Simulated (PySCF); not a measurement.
Computed with PBE-D3(BJ)/def2-TZVP // B3LYP-D3(BJ)/def2-TZVP (PySCF). Gas-phase values, no solvent. One relaxed conformer stands for a flexible species; it need not be the lowest. Delta-SCF ions had no search for a lower state. Excitations are Tamm–Dancoff values on a coarser integration grid. The basis has no diffuse functions, so Rydberg states are missing or too high.

Reference species (SMILES): `FB(F)S` (F–B–S–H torsion 0°) (neutral, multiplicity 1).

```
Item                                       Value
--------------------------------------  --------
S1 oscillator strength                     0.010
S1–T1 gap (TDA)                          0.86 eV
HOMO–LUMO gap                            6.23 eV
vertical ionisation energy (Delta-SCF)  10.92 eV
```

Changed species: `FB(F)F` (0 of 3 F replaced by SH; the reference has 1 of 3 F replaced by SH).

Problem. Give the shifts of the S1 oscillator strength, S1–T1 gap (TDA), HOMO–LUMO gap and vertical ionisation energy (Delta-SCF).

Solution. the S1 oscillator strength hardly moves; the S1–T1 gap (TDA) drops by 0.60 eV, to 0.26 eV; the HOMO–LUMO gap rises by 3.38 eV, to 9.61 eV; the vertical ionisation energy (Delta-SCF) goes up by 3.50 eV, to 14.42 eV.
